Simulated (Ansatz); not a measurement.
# LiH (singlet): from Hartree-Fock to the top rungs, STO-3G

The task here is to estimate one member of a computed series from the others.

Computed with Ansatz 0.2.0, Gaussian basis. Level: STO-3G, core rule «outside noble gas», up to 1 orbitals frozen.

Plan: UHF; CCSD(T) on RHF; BCCD(T) on RHF; CASSCF and MRCISD+Q, 2 electrons in 5 orbitals; CASSCF and NEVPT2, 2 electrons in 5 orbitals; Full CI.

22 further runs of the same task are left out: 10 for a known fault of the program, 1 for a mislabelled method, 1 that didn't finish, 10 set aside as unsound or not needed.

## The system

The geometry is an MP2(full)/6-31G* stationary point (not a proven minimum).

2 atoms, charge 0, spin multiplicity 1.

Atoms are counted from 1 here; the program's logs count them from 0.

Bond lengths: Li1–H2 1.640 Å.

Geometry (Å):

```mol
HLi
  3D, bonds by distance, orders not assigned

  2  1  0  0  0  0  0  0  0  0999 V2000
    0.0000    0.0000    0.0000 Li  0  0
    0.0000    0.0000    1.6400 H   0  0
  1  2  8  0
M  END
```

Set-up of the first run:

in.yaml reads:

```yaml
crystal:
  periodic: [false, false, false]
  atoms:
    - {symbol: Li, position_ang: [0.000000, 0.000000, 0.000000]}
    - {symbol: H, position_ang: [0.000000, 0.000000, 1.640000]}
basis:
  gaussian: {orbitals: STO-3G}
magnetization: {spin_polarized: true, initial_magnetization: 0}
hamiltonian: {xc: hf}
output: {orbitals: {seedname: orbitals}}
```

The run is started by

```sh
ansatz run in.yaml --threads 1 --pin off --events-out ev --progress --plain --max-ram 2393MiB
```

Steps of the session up to this table: UHF; CCSD(T) on RHF; BCCD(T) on RHF; CASSCF and MRCISD+Q, 2 electrons in 5 orbitals; CASSCF and NEVPT2, 2 electrons in 5 orbitals; Full CI.

One of the session's tables, all rows but one given; the rest of the session is left out.

```
          method  from FCI (meV)
             RHF          +569.0
            RMP2               ?
           RCCSD            -0.1
        RCCSD(T)            -0.1
         BCCD(T)            -0.1
  CASSCF valence             0.0
  NEVPT2 valence             0.0
  MRCISD valence             0.0
MRCISD+Q valence             0.0
             FCI               0
```

**Question.** Estimate the row for RMP2.

**Answer.** from FCI (meV): +215.2. In the column «from FCI (meV)» it lies between FCI (0) and RHF (+569.0).

With the free atoms at the same levels and basis (separate runs), the atomisation energy is 2.697 eV at FCI, 2.697 eV at RCCSD(T), 2.128 eV at RHF.
